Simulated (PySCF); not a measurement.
formamide cation (CH₃NO), SMILES O=CN (connectivity only; charge and spin as stated), charge +1, multiplicity 2.

The structure is a stationary point at PBE-D3(BJ)/def2-TZVP. The spin state was assumed, not searched. One conformer was computed; it need not be the lowest.

Method: PBE-D3(BJ)/def2-TZVP (PySCF 2.14.0).

Frequencies are harmonic and unscaled.

| mode | ν (cm⁻¹) | IR (km/mol) | moving atoms (share of kinetic energy) |
|---|---|---|---|
| 1 | 468 | 10.6 | C 32 %, O 30 %, H 22 %, N 16 % |
| 2 | 542 | 209.1 | H 83 %, N 16 % |
| 3 | 684 | 21.6 | H 70 %, C 19 % |
| 4 | 889 | 7.5 | H 69 %, C 27 % |
| 5 | 1047 | 7.4 | H 79 %, N 15 % |
| 6 | 1154 | 23.6 | H 50 %, O 34 %, C 9 % |
| 7 | 1279 | 7.2 | H 47 %, C 25 %, N 21 % |
| 8 | 1577 | 3.1 | H 73 %, C 21 % |
| 9 | 1623 | 205.8 | C 48 %, N 28 %, H 18 % |
| 10 | 2831 | 114.1 | H 93 % |
| 11 | 3421 | 197.0 | H 96 % |
| 12 | 3534 | 195.6 | H 90 %, N 10 % |
